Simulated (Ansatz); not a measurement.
Compare A (`C/C=C\C#N`) with its isomer B (`C#C/N=C\C`).

Isolated molecules relaxed with PBE0-D4/def2-TZVP in Ansatz; ΔE leaves out vibrations. CBS: MP2 limit from def2 TZ/QZ plus the TZ coupled-cluster correction, frozen cores. This one scheme is used for every species. Double bonds are as drawn, so ΔE can hold a change between cis and trans. Functionals use def2-TZVPP. B3LYP here is the variant with VWN-RPA as its local correlation; programs differ in this.

A:

```xyz
10

C     1.061    0.698   -0.274
C    -0.104   -0.063   -0.783
C    -1.027   -0.674   -0.037
C    -0.998   -0.665    1.385
N    -0.984   -0.665    2.537
H     1.028    1.731   -0.635
H     1.100    0.710    0.816
H     1.992    0.267   -0.654
H    -0.217   -0.129   -1.861
H    -1.851   -1.210   -0.493
```

B:

```xyz
10

C    -2.344   -0.570    0.570
C    -1.480   -0.304   -0.228
N    -0.619   -0.022   -1.203
C     0.609    0.226   -0.968
C     1.285    0.250    0.353
H    -3.104   -0.804    1.274
H     1.220    0.443   -1.845
H     0.591    0.026    1.163
H     2.104   -0.476    0.364
H     1.738    1.232    0.521
```

(1) Which is lower in electronic energy at CCSD(T)/CBS, and by how much? (An estimate is asked.)

(2) Give E(B) − E(A) in kcal/mol with r2SCAN-D4, BLYP-D4, CCSD/def2-TZVPP, B3LYP, B3LYP-D4, B2PLYP, PBE0-D4. (An estimate is asked.)

(3) Does the order hold for the free energy at 298.15 K (harmonic terms from PBE0-D4)? (Estimate.)

Largest T1 diagnostic: 0.014.

Results:

(1) Ansatz gave: A, by 40.9 kcal/mol.

(2) The calculation gave: r2SCAN-D4 38.3, BLYP-D4 37.4, CCSD/def2-TZVPP 42.8, B3LYP 38.6, B3LYP-D4 38.6, B2PLYP 40.4, PBE0-D4 38.4. None reverses the order clearly.

(3) The calculation gave: Yes: G(B) − G(A) = +39.7 kcal/mol.

From r2SCAN to r2SCAN0 (25 % exact exchange), in def2-TZVPP and without D4, E(B) − E(A) moves by +0.9 kcal/mol. Leaving LDA and LC-ωPBE aside and taking each functional with its dispersion term where it has one, the values, not all of them listed here, spread over 4.1 kcal/mol, from PBE-D4 to PBE-QIDH. LDA lies −3.4 kcal/mol from PBE without D4.
